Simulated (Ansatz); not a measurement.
Born–Oppenheimer molecular dynamics of H5Si (6 atoms, charge 0, multiplicity 2). It starts at the highest image of a converged band, a first-order saddle point between two minima.

Method: UKS BHLYP-D4/def2-SVP (Ansatz 0.2.0).

- ensemble: NVE (velocity Verlet)
- time step: 0.5 fs
- steps asked: 200
- starting velocities drawn for: 100 K
- seed: 4706

Frames 1 fs apart, positions in Å, forces in eV/Å.

Velocities at 55 fs (Å/ps):

```
Si 0.46 0.01 -2.14
H 3.88 4.75 -11.24
H -0.25 -1.97 -1.30
H -2.62 -0.60 11.67
H -0.67 2.12 11.87
H -13.17 -4.46 48.53
```

```xyz
6
Properties=species:S:1:pos:R:3:forces:R:3 time_fs=55 energy_less_start_eV=-0.112 T=317
Si 0.023 0.007 -0.068 -0.38 -0.14 -0.20
H 0.427 0.160 1.326 0.18 0.01 0.42
H 1.226 -0.072 -0.925 -0.04 0.04 -0.06
H -0.819 1.182 -0.415 0.10 -0.11 -0.11
H -0.782 -1.244 -0.198 0.14 0.21 -0.04
H -0.693 -0.233 5.013 0.00 0.00 0.00
6
Properties=species:S:1:pos:R:3:forces:R:3 time_fs=56 energy_less_start_eV=-0.108 T=308
Si 0.024 0.007 -0.070 -0.37 -0.12 -0.21
H 0.432 0.164 1.317 0.22 0.01 0.52
H 1.226 -0.074 -0.926 -0.04 0.04 -0.09
H -0.822 1.181 -0.404 0.08 -0.08 -0.16
H -0.782 -1.241 -0.186 0.11 0.15 -0.07
H -0.707 -0.237 5.061 0.00 0.00 0.00
6
Properties=species:S:1:pos:R:3:forces:R:3 time_fs=57 energy_less_start_eV=-0.105 T=304
Si 0.024 0.007 -0.072 -0.30 -0.08 -0.11
H 0.439 0.169 1.313 0.23 0.00 0.52
H 1.225 -0.076 -0.929 -0.04 0.04 -0.11
H -0.823 1.179 -0.395 0.05 -0.03 -0.20
H -0.781 -1.237 -0.175 0.06 0.07 -0.10
H -0.720 -0.242 5.110 0.00 0.00 0.00
6
Properties=species:S:1:pos:R:3:forces:R:3 time_fs=58 energy_less_start_eV=-0.105 T=304
Si 0.024 0.007 -0.074 -0.18 -0.01 0.07
H 0.448 0.174 1.314 0.20 -0.01 0.40
H 1.224 -0.077 -0.932 -0.05 0.04 -0.13
H -0.824 1.177 -0.387 0.02 0.01 -0.23
H -0.780 -1.232 -0.165 0.01 -0.03 -0.12
H -0.733 -0.246 5.158 0.00 0.00 0.00
6
Properties=species:S:1:pos:R:3:forces:R:3 time_fs=59 energy_less_start_eV=-0.106 T=304
Si 0.024 0.007 -0.076 -0.03 0.07 0.31
H 0.459 0.179 1.319 0.14 -0.04 0.21
H 1.222 -0.077 -0.937 -0.06 0.03 -0.13
H -0.825 1.175 -0.382 -0.01 0.05 -0.25
H -0.778 -1.227 -0.156 -0.05 -0.12 -0.13
H -0.746 -0.251 5.207 0.00 0.00 0.00
6
Properties=species:S:1:pos:R:3:forces:R:3 time_fs=60 energy_less_start_eV=-0.105 T=302
Si 0.024 0.007 -0.079 0.11 0.15 0.55
H 0.471 0.183 1.325 0.07 -0.06 -0.01
H 1.220 -0.078 -0.943 -0.07 0.03 -0.13
H -0.826 1.174 -0.379 -0.02 0.08 -0.26
H -0.777 -1.223 -0.149 -0.09 -0.19 -0.14
H -0.759 -0.255 5.255 0.00 0.00 0.00
6
Properties=species:S:1:pos:R:3:forces:R:3 time_fs=61 energy_less_start_eV=-0.102 T=298
Si 0.024 0.007 -0.081 0.22 0.21 0.75
H 0.484 0.187 1.332 0.00 -0.09 -0.22
H 1.217 -0.078 -0.950 -0.08 0.03 -0.13
H -0.827 1.173 -0.378 -0.03 0.08 -0.26
H -0.776 -1.221 -0.142 -0.11 -0.23 -0.14
H -0.772 -0.259 5.304 0.00 0.00 0.00
6
Properties=species:S:1:pos:R:3:forces:R:3 time_fs=62 energy_less_start_eV=-0.100 T=293
Si 0.025 0.007 -0.082 0.28 0.23 0.88
H 0.497 0.190 1.336 -0.07 -0.10 -0.39
H 1.214 -0.078 -0.958 -0.10 0.02 -0.11
H -0.828 1.173 -0.380 -0.02 0.07 -0.24
H -0.777 -1.221 -0.137 -0.10 -0.22 -0.14
H -0.785 -0.264 5.352 0.00 0.00 0.00
6
Properties=species:S:1:pos:R:3:forces:R:3 time_fs=63 energy_less_start_eV=-0.100 T=293
Si 0.025 0.007 -0.084 0.29 0.23 0.93
H 0.509 0.192 1.337 -0.11 -0.11 -0.48
H 1.209 -0.077 -0.968 -0.11 0.02 -0.10
H -0.829 1.173 -0.385 0.00 0.04 -0.22
H -0.778 -1.223 -0.134 -0.07 -0.17 -0.13
H -0.799 -0.268 5.400 0.00 0.00 0.00
6
Properties=species:S:1:pos:R:3:forces:R:3 time_fs=64 energy_less_start_eV=-0.102 T=298
Si 0.025 0.007 -0.085 0.24 0.20 0.88
H 0.520 0.193 1.333 -0.13 -0.11 -0.50
H 1.203 -0.077 -0.978 -0.12 0.01 -0.08
H -0.831 1.174 -0.391 0.03 -0.01 -0.18
H -0.780 -1.227 -0.131 -0.02 -0.09 -0.12
H -0.812 -0.273 5.449 0.00 0.00 0.00
6
Properties=species:S:1:pos:R:3:forces:R:3 time_fs=65 energy_less_start_eV=-0.107 T=308
Si 0.026 0.008 -0.086 0.15 0.14 0.75
H 0.530 0.193 1.325 -0.13 -0.09 -0.44
H 1.196 -0.076 -0.990 -0.11 0.00 -0.07
H -0.832 1.175 -0.399 0.05 -0.05 -0.14
H -0.783 -1.232 -0.130 0.04 0.00 -0.10
H -0.825 -0.277 5.497 0.00 0.00 0.00
6
Properties=species:S:1:pos:R:3:forces:R:3 time_fs=66 energy_less_start_eV=-0.113 T=319
Si 0.026 0.008 -0.086 0.04 0.07 0.54
H 0.539 0.192 1.312 -0.10 -0.06 -0.30
H 1.189 -0.076 -1.002 -0.11 -0.01 -0.05
H -0.833 1.176 -0.408 0.07 -0.09 -0.10
H -0.785 -1.237 -0.129 0.09 0.09 -0.09
H -0.838 -0.282 5.545 0.00 0.00 0.00
```

Of the whole run (100 fs, mean temperature of the second half 310 K): The conserved energy stayed within 0.012 meV per atom of its start (net change 0.0078 meV per atom), so the integration is sound. The kinetic energy rose, since the run started high on the potential surface and went downhill. It ends in pieces (H + H4Si), so much of that is their flight and rotation, not heat. A run of 0.1 ps of so small a system gives no equilibrium averages.

The run took 2.5 min on 1 thread of Intel(R) Xeon(R) Platinum 8488C (Sapphire Rapids), with other jobs on the host, peak memory 0.12 GiB.
